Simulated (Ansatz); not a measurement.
Molecule: HS, charge -1, multiplicity 1. Whether it binds its extra electron was not tested at this geometry. 
Coordinates optimised at B3LYP-D3(BJ)/def2-TZVP (Ansatz, a first-principles code):
```xyz
2

S      0.0000     0.0000    -0.0794
H      0.0000     0.0000     1.2697
```
Charge -1, spin multiplicity 1.

Basis-set convergence of Hartree-Fock and CCSD correlation energies (hartree) with Ansatz. Cores are frozen in the correlated levels unless marked. Spin-orbit coupling is left out. Non-relativistic. This anion needs diffuse functions, which these sets lack.

```
basis        functions       E(HF)  E(corr, CCSD)
-----------  ---------  ----------  -------------
cc-pV(D+d)Z         28  -398.10946       -0.15747
cc-pV(T+d)Z         53  -398.13536       -0.21111
cc-pV(Q+d)Z         94  -398.14422       -0.22793
cc-pV(5+d)Z        155           …              …
```

What belongs in the gaps?


- cc-pV(5+d)Z, E(HF): -398.14683
- cc-pV(5+d)Z, E(corr, CCSD): -0.23317
